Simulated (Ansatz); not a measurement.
Gas-phase reaction in SMILES: Cl[Se]Cl + 2 [H][H] (H2) → 2 Cl (HCl) + [SeH2] (H2Se)

Quantity: energy of full hydrogenation (enthalpy at 298 K), in kcal/mol. Terms: no spin-orbit coupling; dispersion terms only where a functional's name holds one; non-relativistic; six Cartesian d functions in 6-31G* and its kin unless marked 5d; LANL2DZ with its own core potentials from Na on. First-principles rows: single points at B3LYP-D3(BJ) geometries (Ansatz, a first-principles code), with unscaled harmonic terms from B3LYP/6-31G* (LANL2DZ past Ar) at its own minima.

```tsv
level	program	energy of full hydrogenation (enthalpy at 298 K) (kcal/mol)
B3LYP/STO-3G	Ansatz	6.8
B3LYP/3-21G	Ansatz	-24.7
B3LYP/LANL2DZ	Ansatz	-33.9
B3LYP/6-31G	Ansatz	-26.0
B3LYP/6-31G*	Ansatz	-24.2
B3LYP/6-31G**	Ansatz	-29.8
B3LYP/def2-SVP	Ansatz	-34.3
B3LYP/6-31G* with LANL2DZ past Ar	Ansatz	-32.4
B3LYP/def2-TZVPD	Ansatz	-29.8
```

No value to compare with is used here. The 8 habitual levels span -34.3 (B3LYP/def2-SVP) to 6.8 kcal/mol (B3LYP/STO-3G); B3LYP/def2-TZVPD gives -29.8.

The sets are all those run for this method; runs whose electronic state is in doubt are left out.
